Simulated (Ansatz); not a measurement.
The input, for Ansatz 0.2.0:

```yaml
crystal:
  periodic: [false, false, false]
  atoms:
    - {symbol: Ga, position_ang: [0.000001, -0.379916, 1.053510]}
    - {symbol: N, position_ang: [-0.000047, -0.190704, -0.757137]}
    - {symbol: P, position_ang: [0.000010, -0.326191, -2.280879]}
    - {symbol: H, position_ang: [0.000037, 0.896811, 1.984506]}
basis:
  gaussian: {orbitals: def2-SVP}
total_charge: 1
magnetization: {spin_polarized: false, initial_magnetization: 3}
hamiltonian: {xc: {name: PBE0}}
correlation: {method: bccd, electrons: outside_noble_gas}
```

```sh
$ ansatz run in.yaml --threads 1 --pin off --events-out ev --progress --plain --max-ram 2393MiB
```

(1) Roughly how long does this take on 1 thread of Arm Neoverse V2, shared host, and how much host memory?

```
671 factors; integrals over basis functions are off by at most 1.2e-3 eV
mean field evaluation 1: about -63107.5854 eV, gradient 9.5e1 eV
mean field evaluation 2: about -63107.6469 eV, gradient 9.5e1 eV
mean field evaluation 4: about -63119.8203 eV, gradient 4.6e1 eV
mean field evaluation 8: about -63136.4351 eV, gradient 8.9e0 eV
mean field evaluation 16: about -63136.9175 eV, gradient 1.4e-1 eV
mean field evaluation 32: about -63137.0004 eV, gradient 1.2e0 eV
mean field evaluation 64: about -63137.1254 eV, gradient 2.5e-1 eV
mean field evaluation 96: about -63105.9568 eV, gradient 2.4e1 eV
mean field -63137.13064149 eV, -2320.2467551904 hartree, gradient 7.9e-8 eV, S^2 3.750000; 6 other end points of the search recorded, 0 dependent functions left out
mean field evaluation 128: about -63081.2973 eV, gradient 2.6e0 eV
mean field evaluation 160: about -63081.9687 eV, gradient 2.0e0 eV
mean field evaluation 192: about -63082.2768 eV, gradient 8.4e-2 eV
mean field evaluation 224: about -63081.7487 eV, gradient 1.6e0 eV
mean field evaluation 256: about -63076.7791 eV, gradient 2.7e0 eV
mean field evaluation 288: about -63082.2870 eV, gradient 1.9e-2 eV
20 core orbitals not correlated: weight in the atoms' cores, before any rotation towards them, 0.620 or more for the frozen orbitals, at most 0.385 for the correlated occupied ones
reference -63081.23272377 eV, -2318.1925446031 hartree; 8, 5 occupied and 41, 44 virtual orbitals, 671 factors
second order -7.17877792 eV of doubles, -0.45527242 eV of singles
cycle   1  -8.02097815 eV  change   -3.8e-1 eV  update   8.5e-2
cycle   2  -8.26211368 eV  change   -2.4e-1 eV  update   4.0e-2
cycle   3  -8.37448149 eV  change   -1.1e-1 eV  update   2.2e-2
cycle   4  -8.38517461 eV  change   -1.1e-2 eV  update   1.5e-2
cycle   5  -8.39558400 eV  change   -1.0e-2 eV  update   1.0e-2
cycle   6  -8.39657283 eV  change   -9.9e-4 eV  update   5.2e-3
cycle   7  -8.40011230 eV  change   -3.5e-3 eV  update   2.3e-3
cycle   8  -8.40016847 eV  change   -5.6e-5 eV  update   9.8e-4
cycle   9  -8.40047014 eV  change   -3.0e-4 eV  update   4.2e-4
cycle  10  -8.40048472 eV  change   -1.5e-5 eV  update   1.9e-4
cycle  11  -8.40049140 eV  change   -6.7e-6 eV  update   1.1e-4
cycle  12  -8.40049368 eV  change   -2.3e-6 eV  update   5.3e-5
cycle  13  -8.40051424 eV  change   -2.1e-5 eV  update   2.2e-5
cycle  14  -8.40051145 eV  change    2.8e-6 eV  update   1.2e-5
WARN: the results are in doubt because among natural orbitals full CI differs from the method by -0.086 eV
Total energy: -63089.63323522 eV, -2318.5012577050 hartree
In doubt: among natural orbitals full CI differs from the method by -0.086 eV
```

## Answers

(1) 31 s wall and 0.27 GiB.
